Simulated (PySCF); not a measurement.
Cartesian coordinates in Å; atom numbers follow the order of the lines, from 1:
```xyz
13

C    -0.919    0.982   -0.179
C     0.380    1.295   -0.133
C     1.246    0.072   -0.015
C     0.238   -1.035    0.346
C    -1.138   -0.504   -0.098
H    -1.732    1.701   -0.305
H     0.782    2.308   -0.218
H     2.045    0.179    0.737
H     1.757   -0.128   -0.976
H     0.234   -1.177    1.438
H     0.489   -2.007   -0.103
H    -1.437   -0.900   -1.087
H    -1.946   -0.785    0.598
```

Geometry: PBE0-D3(BJ)/def2-SVP; GIAO absolute shieldings from PySCF, gas phase, non-relativistic, averaged over equivalent atoms.

At PBE0/STO-3G (33 basis functions, 1.9 s wall time on 1 thread of an Arm Neoverse V2, shared host):
| atoms | σ (ppm) |
| --- | --- |
| C1/C2 | 120.5 |
| C3/C5 | 198.0 |
| C4 | 203.1 |
| H6/H7 | 27.32 |
| H8/H9/H12/H13 | 30.84 |
| H10/H11 | 31.11 |

What do these become at OPBE/pcSseg-2?

Answers


```json
{"atoms": "C1/C2", "σ at OPBE/pcSseg-2": "46.9", "change": "-73.6"}
{"atoms": "C3/C5", "σ at OPBE/pcSseg-2": "146.1", "change": "-51.9"}
{"atoms": "C4", "σ at OPBE/pcSseg-2": "156.7", "change": "-46.4"}
{"atoms": "H6/H7", "σ at OPBE/pcSseg-2": "25.12", "change": "-2.20"}
{"atoms": "H8/H9/H12/H13", "σ at OPBE/pcSseg-2": "28.67", "change": "-2.17"}
{"atoms": "H10/H11", "σ at OPBE/pcSseg-2": "29.31", "change": "-1.80"}
```

The largest change is at C1/C2 (alkene CH). Cost: 292 basis functions, 48 s wall time on 1 thread of an Arm Neoverse V2, shared host. The order of the carbon signals is the same at both levels.
